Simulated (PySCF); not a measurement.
All values below come from M06-2X/def2-TZVP // B3LYP-D3(BJ)/def2-TZVP run with PySCF 2.14.0. Gas-phase values, no solvent. One relaxed conformer stands for a flexible species; it need not be the lowest. 

Reference species (SMILES): `[CH3]` (neutral, multiplicity 2).

The highest occupied spin orbital comes out as -7.80 eV.

Changed species: `C[Si](C)O` (C–Si–O–H torsion 177°) (radical fragment; the reference has radical fragment).

Q: What does the change do to the highest occupied spin orbital?

A: the highest occupied spin orbital goes up by 1.60 eV, to -6.20 eV.
